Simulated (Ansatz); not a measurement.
Relaxation of B2H4S (7 atoms, charge 0, multiplicity 1), to a largest force component of 0.015 eV/Å in at most 40 steps.

These are results of Ansatz 0.2.0, RKS CAM-B3LYP-D4/def2-SVP, not measurements.

```xyz
7
Properties=species:S:1:pos:R:3
B -1.222 -0.173 -0.472
S -0.404 -0.719 1.077
B 1.196 0.069 0.538
H -1.208 -0.802 -1.450
H -1.808 0.915 -0.518
H 1.476 1.195 0.861
H 2.031 -0.553 -0.081
```

Task: Where does it end, and by what steps?

Result: The forces met the threshold. After 11 steps the energy has fallen by 1.279 eV; S2 moved furthest, 1.26 Å.

```json
{"step": "0", "energy less start (eV)": "0.0000", "largest force component (eV/Å)": "1.398", "accepted": "yes"}
{"step": "1", "energy less start (eV)": "-0.0574", "largest force component (eV/Å)": "0.490", "accepted": "yes"}
{"step": "2", "energy less start (eV)": "-0.2082", "largest force component (eV/Å)": "1.425", "accepted": "yes"}
{"step": "3", "energy less start (eV)": "-0.3810", "largest force component (eV/Å)": "1.964", "accepted": "yes"}
{"step": "4", "energy less start (eV)": "-0.5553", "largest force component (eV/Å)": "1.824", "accepted": "yes"}
{"step": "5", "energy less start (eV)": "-0.9363", "largest force component (eV/Å)": "0.942", "accepted": "yes"}
{"step": "6", "energy less start (eV)": "-1.1415", "largest force component (eV/Å)": "0.934", "accepted": "yes"}
{"step": "7", "energy less start (eV)": "-1.2533", "largest force component (eV/Å)": "0.304", "accepted": "yes"}
{"step": "8", "energy less start (eV)": "-1.2745", "largest force component (eV/Å)": "0.153", "accepted": "yes"}
{"step": "9", "energy less start (eV)": "-1.2748", "largest force component (eV/Å)": "0.148", "accepted": "yes"}
{"step": "10", "energy less start (eV)": "-1.2774", "largest force component (eV/Å)": "0.131", "accepted": "yes"}
{"step": "11", "energy less start (eV)": "-1.2794", "largest force component (eV/Å)": "0.006", "accepted": "yes"}
```

```xyz
7
Properties=species:S:1:pos:R:3
B -1.307 -0.108 -0.526
S -0.424 0.528 0.907
B 1.297 0.123 0.571
H -0.712 -0.658 -1.412
H -2.498 0.044 -0.544
H 2.105 0.450 1.398
H 1.602 -0.448 -0.439
```

The run took 19 s on 1 thread of Arm Neoverse V2, with other jobs on the host, peak memory 0.13 GiB.
